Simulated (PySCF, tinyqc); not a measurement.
Ways to converge the cycle: SCF convergence aids in the sto-3g basis, for CH2, spin multiplicity 1. Computed by the program tinyqc with PySCF. RHF with one setting changed at a time; a run stops when the energy changes by less than 1e-09 hartree and the error matrix is below 1e-5. The start is random orbitals. Damping d keeps d of the old density; a shift (hartree) raises the virtual levels; DIIS n extrapolates F over n matrices.

Geometry (angstrom):
```
atom       x        y       z
C     0.0000   0.0000  0.0000
H     0.0000   1.0920  0.8430
H     0.0000  -1.1260  0.8690
```

lowest restricted solution found by these runs and by PySCF = -38.293460 hartree

Largest element of the error matrix X^T (FDS - SDF) X:
```
iteration    plain  damping 0.3  damping 0.6  shift 0.4   DIIS 3   DIIS 8
1          1.1e+01      1.1e+01      1.1e+01    1.1e+01  1.1e+01  1.1e+01
2          5.0e-01      3.1e+00      6.2e+00    6.9e-01  5.0e-01  5.0e-01
3          1.1e-01      1.0e+00      3.7e+00    2.1e-01  1.2e-01  1.2e-01
4          8.5e-02      3.3e-01      2.3e+00    9.0e-02  9.0e-02  9.0e-02
5          7.5e-02      1.1e-01      1.4e+00    7.9e-02  7.3e-02  7.1e-02
6          6.2e-02      7.9e-02      8.5e-01    8.1e-02  4.4e-02  3.4e-02
8          4.0e-02      6.6e-02      3.2e-01    7.8e-02  2.1e-03  2.7e-03
10         2.5e-02      5.0e-02      1.2e-01    6.8e-02  1.2e-04  1.5e-04
14         9.5e-03      2.7e-02      6.2e-02    4.5e-02  7.2e-06        -
20         2.2e-03      1.0e-02      3.9e-02    2.1e-02        -        -
30         1.8e-04      1.9e-03      1.6e-02    5.7e-03        -        -
45               -      1.6e-04      4.1e-03    7.6e-04        -        -
60               -      1.3e-05      1.0e-03    1.0e-04        -        -
```

How each run ends:
```
run          iterations  E (hartree)                                                        state
plain                42   -38.293460                                                 lowest found
damping 0.3         >60   -38.293460  falls steadily but slowly, by a factor of about 0.85 a step
damping 0.6         >60   -38.293451  falls steadily but slowly, by a factor of about 0.91 a step
shift 0.4           >60   -38.293460  falls steadily but slowly, by a factor of about 0.87 a step
DIIS 3               14   -38.293460                                                 lowest found
DIIS 8               13   -38.293460                                                 lowest found
```

What does the comparison show, and why?

3 of 6 runs reach the lowest restricted solution found, in 13 to 42 iterations (fastest: DIIS 8). Not converged: damping 0.3, damping 0.6, shift 0.4. Plain steps already contract here, so damping only slows them. DIIS 3 and DIIS 8 gain by cancelling the error over several earlier matrices, much as a quasi-Newton step does. The restricted reference is unstable here: a spin-polarised solution lies 0.0176 hartree lower (PySCF), so results built on it describe a poor reference.
